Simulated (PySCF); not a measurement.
Isomers of C4H9F, mass 76.069 u with the commonest isotopes. Theory: PySCF, PBE0-D3(BJ)/def2-SVP geometry optimisation, gas phase. One conformer each, none proved a minimum here; rigid rotors.

Question: Order these by rotational constant B, largest first.
A. `[CH3:1][CH2:2][C@H:3]([CH3:4])[F:5]` with C1–C2–C3–C4 177°
B. `[CH3:1][CH2:2][CH2:3][CH2:4][F:5]` with C1–C2–C3–C4 178°, C2–C3–C4–F5 -61°
C. `CC(C)(C)F`

Answer: C (4748 MHz), A (3493 MHz), B (2362 MHz).

Question: Order these by out-of-plane moment Σ m c² = (Ia + Ib − Ic)/2, smallest first.
A. `[CH3:1][CH2:2][C@H:3]([CH3:4])[F:5]` with C1–C2–C3–C4 177° (2-fluorobutane)
B. `CC(C)(C)F`
C. `[CH3:1][CH2:2][CH2:3][CH2:4][F:5]` with C1–C2–C3–C4 178°, C2–C3–C4–F5 -61° (1-fluorobutane)

Answer: A (9.48 u·Å²), C (10.90 u·Å²), B (50.75 u·Å²).

Question: Order these by rotational constant A, smallest first.
A. `[CH3:1][CH2:2][CH2:3][CH2:4][F:5]` with C1–C2–C3–C4 178°, C2–C3–C4–F5 -61° (1-fluorobutane)
B. `C(C)(C)(F)C`
C. `[CH3:1][CH2:2][C@H:3]([CH3:4])[F:5]` with C1–C2–C3–C4 177°

Answer: B (4749 MHz), C (8283 MHz), A (12568 MHz).

```
     SMILES  point group  Ia (u·Å²)  Ib (u·Å²)  Ic (u·Å²)      κ  μa (D)  μb (D)  μc (D)
      CCCCF           C1      40.21     213.92     232.33  -0.96    0.80    1.39    0.40
CC[C@H](C)F           C1      61.01     144.66     186.71  -0.72    0.02    1.65    0.44
  CC(C)(C)F          C3v     106.42     106.43     111.36   1.00    0.01    0.01    1.78
```
